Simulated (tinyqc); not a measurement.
Inside a calculation (part 2 of 2). Method: coupled-perturbed Hartree-Fock on RHF in the sto-3g basis, for H3O+, spin multiplicity 1. Computed by tinyqc, a small Python program that keeps every step (integrals from PySCF). Command: `OMP_NUM_THREADS=1 python tinyqc.py 27722 27723 out.jsonl` (the two numbers bound the seeds that draw the settings). One thread of a shared host (Intel(R) Xeon(R) Processor @ 2.60GHz), about 0.2 s of CPU time with the checks.

Geometry (angstrom):
```
atom          x          y         z
O      0.000000   0.000000  0.050000
H      1.042000   0.000000  0.000000
H     -0.521000   0.903000  0.000000
H     -0.521000  -0.903000  0.000000
```

## Populations, bond orders and dipole

D after iteration 8, lower triangle:
```
            1O 1s      1O 2s     1O 2px     1O 2py     1O 2pz      2H 1s      3H 1s     4H 1s
1O 1s    2.093133
1O 2s   -0.374987   1.569948
1O 2px   0.000027  -0.000222   0.968282
1O 2py   0.000000   0.000000   0.000000   0.968277
1O 2pz  -0.012604   0.068603   0.000023   0.000000   1.994295
2H 1s   -0.057715   0.177319   0.566864   0.000000  -0.037206   0.353050
3H 1s   -0.057737   0.177577  -0.283393   0.490851  -0.037214  -0.144712   0.352973
4H 1s   -0.057737   0.177577  -0.283393  -0.490851  -0.037214  -0.144712  -0.144684  0.352973
```

overlap S, lower triangle:
```
           1O 1s     1O 2s     1O 2px     1O 2py     1O 2pz     2H 1s     3H 1s     4H 1s
1O 1s   1.000000
1O 2s   0.236704  1.000000
1O 2px  0.000000  0.000000   1.000000
1O 2py  0.000000  0.000000   0.000000   1.000000
1O 2pz  0.000000  0.000000   0.000000   0.000000   1.000000
2H 1s   0.043977  0.420144   0.361804   0.000000  -0.017361  1.000000
3H 1s   0.043922  0.419825  -0.180714   0.313215  -0.017343  0.162795  1.000000
4H 1s   0.043922  0.419825  -0.180714  -0.313215  -0.017343  0.162795  0.162567  1.000000
```

Mulliken: Z minus the diagonal of D S on the atom; Loewdin: the same with S^(1/2) D S^(1/2); Mayer order: 2 sum_s sum (D(s) S)_ij (D(s) S)_ji over the two atoms.

Charges (e):
```
atom   Mulliken    Loewdin
1O    -0.249346  -0.011944
2H     0.416366   0.337168
3H     0.416490   0.337388
4H     0.416490   0.337388
```

Mayer bond orders:
```
pair     order
2-1   0.787083
3-1   0.786953
3-2   0.019778
4-1   0.786953
4-2   0.019778
4-3   0.019805
```

dipole moment about the origin, x y z (debye): -0.000650  0.000000  -0.153734

## Integrals over molecular orbitals

coefficients C:
```
              MO1        MO2        MO3        MO4        MO5        MO6        MO7        MO8
1O 1s    0.994111  -0.241265   0.000074   0.000000  -0.010025  -0.161141   0.000000   0.000245
1O 2s    0.026487   0.884208  -0.000385   0.000000   0.049479   0.996494   0.000000  -0.001721
1O 2px   0.000004   0.000175   0.695803   0.000000   0.000037  -0.000943   0.000000  -0.906649
1O 2py   0.000000   0.000000   0.000000   0.695801   0.000000   0.000000   0.906559   0.000000
1O 2pz  -0.000413  -0.017064  -0.000032   0.000000   0.998427  -0.063261   0.000000   0.000104
2H 1s   -0.004588   0.101530   0.407321   0.000000  -0.016886  -0.642001   0.000000   0.935984
3H 1s   -0.004583   0.101410  -0.203669   0.352724  -0.016911  -0.643713  -0.809532  -0.466552
4H 1s   -0.004583   0.101410  -0.203669  -0.352724  -0.016911  -0.643713   0.809532  -0.466552
```

core Hamiltonian H = T + V (hartree), lower triangle:
```
             1O 1s      1O 2s     1O 2px     1O 2py     1O 2pz      2H 1s      3H 1s      4H 1s
1O 1s   -33.136541
1O 2s    -7.711185  -9.753540
1O 2px   -0.000020  -0.000216  -8.010024
1O 2py    0.000000   0.000000   0.000000  -8.010004
1O 2pz    0.001877   0.022670   0.000011   0.000000  -7.857602
2H 1s    -1.443625  -3.376592  -2.429568   0.000000   0.122379  -5.005186
3H 1s    -1.441835  -3.373579   1.213286  -2.102980   0.122237  -1.077163  -5.003285
4H 1s    -1.441835  -3.373579   1.213286   2.102980   0.122237  -1.077163  -1.075652  -5.003285
```

Given earlier and not repeated: Two-electron integrals (ij|kl) in chemists' order.

(pq|rs) = sum C_ip C_jq C_kr C_ls (ij|kl), one index at a time.

one-electron integrals over orbitals h = C^T H C (hartree), lower triangle:
```
            1          2          3          4          5          6          7          8
1  -33.118903
2    0.572833  -8.094009
3   -0.000181   0.000087  -6.920187
4    0.000000   0.000000   0.000000  -6.919761
5    0.021907  -0.031710   0.000054   0.000000  -7.853303
6    0.363498  -1.404123   0.002755   0.000000   0.106959  -4.875624
7    0.000000   0.000000   0.000000  -1.785397   0.000000   0.000000  -5.557493
8   -0.000546   0.002453   1.785021   0.000000  -0.000062  -0.000461   0.000000  -5.557704
```

Two-electron integrals over orbitals (pq|rs), unique and non-zero (hartree):
```
(11|11) 4.744435    (21|11) -0.431290   (21|21) 0.061845    (22|11) 1.024587
(22|21) -0.016096   (22|22) 0.717450    (31|11) 0.000134    (31|21) -0.000016
(31|22) 0.000017    (31|31) 0.013738    (32|11) -0.000053   (32|21) 0.000009
(32|22) 0.000062    (32|31) 0.020897    (32|32) 0.137076    (33|11) 0.852043
(33|21) -0.006516   (33|22) 0.649001    (33|31) 0.002381    (33|32) 0.034764
(33|33) 0.653512    (41|41) 0.013737    (42|41) 0.020894    (42|42) 0.137036
(43|41) -0.002395   (43|42) -0.034834   (43|43) 0.042005    (44|11) 0.851980
(44|21) -0.006517   (44|22) 0.648923    (44|31) -0.002386   (44|32) -0.034819
(44|33) 0.569526    (44|44) 0.653465    (51|11) -0.017695   (51|21) 0.002077
(51|22) -0.002027   (51|31) -9.73e-07   (51|32) 4.15e-08    (51|33) -0.000580
(51|44) -0.000580   (51|51) 0.026075    (52|11) 0.009708    (52|21) -0.001100
(52|22) -0.002670   (52|31) 1.00e-07    (52|32) 2.52e-08    (52|33) 0.000803
(52|44) 0.000801    (52|51) 0.033513    (52|52) 0.152513    (53|11) -0.000012
(53|21) 6.46e-07    (53|22) -3.72e-06   (53|31) 0.000544    (53|32) 0.000395
(53|33) -0.000973   (53|44) 0.000966    (53|51) -0.000010   (53|52) -0.000035
(53|53) 0.032357    (54|41) 0.000544    (54|42) 0.000392    (54|43) 0.000970
(54|54) 0.032354    (55|11) 1.114541    (55|21) -0.012038   (55|22) 0.757111
(55|31) 3.77e-06    (55|32) -0.000027   (55|33) 0.652919    (55|44) 0.652876
(55|51) 0.002151    (55|52) 0.014620    (55|53) -0.000011   (55|55) 0.879808
(61|11) -0.287316   (61|21) 0.041564    (61|22) -0.010812   (61|31) -0.000030
(61|32) -0.000023   (61|33) -0.004477   (61|44) -0.004472   (61|51) 0.000186
(61|52) -0.002229   (61|53) 9.13e-08    (61|55) -0.007746   (61|61) 0.028006
(62|11) 0.323256    (62|21) -0.010795   (62|22) 0.133655    (62|31) -0.000014
(62|32) -0.000088   (62|33) 0.093179    (62|44) 0.093149    (62|51) -0.002260
(62|52) -0.004608   (62|53) -4.12e-06   (62|55) 0.167871    (62|61) -0.006963
(62|62) 0.070190    (63|11) -0.000564   (63|21) 0.000013    (63|22) -0.000277
(63|31) 0.006369    (63|32) -0.014075   (63|33) -0.028034   (63|44) 0.027633
(63|51) 3.41e-07    (63|52) -0.000007   (63|53) 0.001376    (63|55) -0.000310
(63|61) -1.39e-07   (63|62) -0.000162   (63|63) 0.057379    (64|41) 0.006360
(64|42) -0.014180   (64|43) 0.027854    (64|54) 0.001382    (64|64) 0.057551
(65|11) -0.021585   (65|21) -0.000134   (65|22) -0.013247   (65|31) -1.34e-06
(65|32) -0.000008   (65|33) -0.007250   (65|44) -0.007241   (65|51) 0.019234
(65|52) 0.071134    (65|53) -0.000050   (65|55) -0.009975   (65|61) -0.000977
(65|62) -0.009111   (65|63) 0.000015    (65|65) 0.039007    (66|11) 0.619069
(66|21) -0.007417   (66|22) 0.494188    (66|31) -0.000027   (66|32) -0.000249
(66|33) 0.484889    (66|44) 0.485128    (66|51) -0.002709   (66|52) -0.009704
(66|53) 0.000009    (66|55) 0.496116    (66|61) -0.004727   (66|62) 0.033588
(66|63) 0.000098    (66|65) -0.006976   (66|66) 0.446113    (71|41) 0.015765
(71|42) 0.022714    (71|43) -0.002338   (71|54) 0.000630    (71|64) 0.006966
(71|71) 0.018124    (72|41) 0.015198    (72|42) 0.053690    (72|43) 0.010239
(72|54) 0.002752    (72|64) 0.036723    (72|71) 0.016676    (72|72) 0.055079
(73|41) 0.002700    (73|42) 0.038080    (73|43) -0.005750   (73|54) -0.001070
(73|64) -0.027699   (73|71) 0.003205    (73|72) 0.000323    (73|73) 0.033819
(74|11) 0.373915    (74|21) -0.007161   (74|22) 0.171659    (74|31) 0.002707
(74|32) 0.038079    (74|33) 0.133215    (74|44) 0.121717    (74|51) 0.000077
(74|52) 0.005690    (74|53) -0.001072   (74|55) 0.196540    (74|61) -0.004703
(74|62) 0.085631    (74|63) -0.027771   (74|65) -0.005369   (74|66) 0.037655
(74|74) 0.148028    (75|41) 0.000939    (75|42) 0.005954    (75|43) -0.002028
(75|54) 0.023274    (75|64) -0.002643   (75|71) 0.001063    (75|72) 0.001857
(75|73) 0.002285    (75|75) 0.020627    (76|41) 0.012846    (76|42) 0.101307
(76|43) -0.045626   (76|54) -0.002501   (76|64) -0.055919   (76|71) 0.014343
(76|72) 0.007485    (76|73) 0.051759    (76|75) 0.005228    (76|76) 0.127355
(77|11) 0.786175    (77|21) -0.008174   (77|22) 0.574516    (77|31) -0.000457
(77|32) -0.030182   (77|33) 0.514320    (77|44) 0.589386    (77|51) -0.000392
(77|52) 0.000763    (77|53) 0.001821    (77|55) 0.578206    (77|61) -0.005246
(77|62) 0.068693    (77|63) 0.043651    (77|65) -0.004495   (77|66) 0.471771
(77|74) 0.071516    (77|77) 0.571931    (81|11) 0.000440    (81|21) -0.000068
(81|22) 3.66e-06    (81|31) -0.015766   (81|32) -0.022717   (81|33) -0.002314
(81|44) 0.002337    (81|51) -1.01e-06   (81|52) 2.27e-06    (81|53) -0.000630
(81|55) 0.000011    (81|61) -0.000023   (81|62) 0.000029    (81|63) -0.006976
(81|65) 2.28e-06    (81|66) 0.000040    (81|74) -0.003203   (81|77) 0.000451
(81|81) 0.018125    (82|11) -0.000565   (82|21) 0.000014    (82|22) -0.000258
(82|31) -0.015196   (82|32) -0.053654   (82|33) 0.010139    (82|44) -0.010436
(82|51) 2.53e-06    (82|52) 1.60e-06    (82|53) -0.002752   (82|55) -0.000285
(82|61) 0.000030    (82|62) -0.000059   (82|63) -0.036741   (82|65) 0.000014
(82|66) -0.000056   (82|74) -0.000464   (82|77) -0.020247   (82|81) 0.016674
(82|82) 0.055078    (83|11) -0.373873   (83|21) 0.007163    (83|22) -0.171575
(83|31) 0.002701    (83|32) 0.038182    (83|33) -0.121668   (83|44) -0.133212
(83|51) -0.000077   (83|52) -0.005689   (83|53) -0.001064   (83|55) -0.196500
(83|61) 0.004696    (83|62) -0.085639   (83|63) -0.027496   (83|65) 0.005360
(83|66) -0.037914   (83|74) -0.082312   (83|77) -0.106231   (83|81) -0.003216
(83|82) -0.000148   (83|83) 0.148099    (84|41) -0.002717   (84|42) -0.038104
(84|43) 0.005725    (84|54) 0.001067    (84|64) 0.027623    (84|71) -0.003224
(84|72) -0.000392   (84|73) -0.031813   (84|75) -0.002284   (84|76) -0.051715
(84|84) 0.033765    (85|11) 0.000013    (85|21) 2.66e-07    (85|22) 0.000007
(85|31) -0.000939   (85|32) -0.005953   (85|33) -0.002018   (85|44) 0.002029
(85|51) -0.000029   (85|52) -0.000110   (85|53) -0.023273   (85|55) 1.92e-06
(85|61) 2.85e-06    (85|62) 0.000012    (85|63) 0.002633    (85|65) -0.000032
(85|66) 0.000022    (85|74) -0.002282   (85|77) 0.002320    (85|81) 0.001063
(85|82) 0.001856    (85|83) -0.002292   (85|85) 0.020625    (86|11) 0.000089
(86|21) -1.12e-06   (86|22) -0.000010   (86|31) -0.012845   (86|32) -0.101239
(86|33) -0.045423   (86|44) 0.045542    (86|51) 2.93e-06    (86|52) 0.000011
(86|53) 0.002491    (86|55) 0.000039    (86|61) 0.000017    (86|62) 0.000042
(86|63) 0.055631    (86|65) 0.000014    (86|66) 0.000359    (86|74) -0.051675
(86|77) 0.061304    (86|81) 0.014341    (86|82) 0.007503    (86|83) -0.051840
(86|85) 0.005217    (86|86) 0.126988    (87|41) 0.000442    (87|42) 0.030038
(87|43) -0.037495   (87|54) -0.001823   (87|64) -0.043785   (87|71) 0.000423
(87|72) -0.020123   (87|73) 0.017280    (87|75) 0.002313    (87|76) 0.061247
(87|84) -0.017228   (87|87) 0.048165    (88|11) 0.786233    (88|21) -0.008174
(88|22) 0.574593    (88|31) 0.000500    (88|32) 0.030465    (88|33) 0.589559
(88|44) 0.514209    (88|51) -0.000392   (88|52) 0.000764    (88|53) -0.001831
(88|55) 0.578250    (88|61) -0.005248   (88|62) 0.068734    (88|63) -0.044071
(88|65) -0.004506   (88|66) 0.471446    (88|74) 0.106351    (88|77) 0.475174
(88|81) -0.000477   (88|82) 0.019977    (88|83) -0.071306   (88|85) -0.002330
(88|86) -0.061568   (88|88) 0.572305
```

## Response to a field: uncoupled start

orbital energies (hartree): MO1 -20.803563, MO2 -1.705784, MO3 -1.044874, MO4 -1.044818, MO5 -0.861900, MO6 0.031022, MO7 0.252037, MO8 0.252292

dipole integrals <a|y|i> (bohr):
```
          i1         i2        i3         i4        i5
a6  0.000000   0.000000  0.000000  -0.757103  0.000000
a7  0.052156  -0.112946  0.536029   0.000000  0.055952
a8  0.000000   0.000000  0.000000  -0.535155  0.000000
```

Field along y; U_ai = -mu_ai / (e_a - e_i), alpha = -4 sum U_ai mu_ai.

uncoupled U:
```
           i1        i2         i3        i4         i5
a6   0.000000  0.000000   0.000000  0.703732   0.000000
a7  -0.002477  0.057690  -0.413312  0.000000  -0.050229
a8   0.000000  0.000000   0.000000  0.412575   0.000000
```

uncoupled polarisability = 3.938371 bohr^3

## Coupled step 1

U_ai = -(mu_ai + sum_bj [4 (ai|bj) - (ab|ij) - (aj|bi)] U_bj) / (e_a - e_i); alpha = -4 sum U_ai mu_ai.

U after step 1:
```
           i1        i2         i3        i4         i5
a6   0.000000  0.000000   0.000000  0.881512   0.000000
a7  -0.002977  0.097479  -0.523398  0.000000  -0.068315
a8   0.000000  0.000000   0.000000  0.522458   0.000000
```

polarisability = 4.970146 bohr^3

## Coupled step 2

As before.

U after step 2:
```
           i1        i2         i3        i4         i5
a6   0.000000  0.000000   0.000000  0.926953   0.000000
a7  -0.003162  0.112992  -0.553567  0.000000  -0.075443
a8   0.000000  0.000000   0.000000  0.552571   0.000000
```

polarisability = 5.245549 bohr^3

## Coupled polarisability

Repeat until U stops changing; compare with -d2E/dF2.

Course of the coupled iterations:
```
step  alpha (bohr^3)
0           3.938371
1           4.970146
2           5.245549
3           5.320127
4           5.340553
5           5.346201
6           5.347777
7           5.348221
8           5.348348
9           5.348385
10          5.348395
11          5.348399
12          5.348400
13          5.348400
14          5.348400
15          5.348400
16          5.348400
17          5.348400
18          5.348400
19          5.348400
20          5.348400
```

coupled polarisability = 5.348400 bohr^3

finite-field check, fields of +/-0.001 au = 5.348401 bohr^3
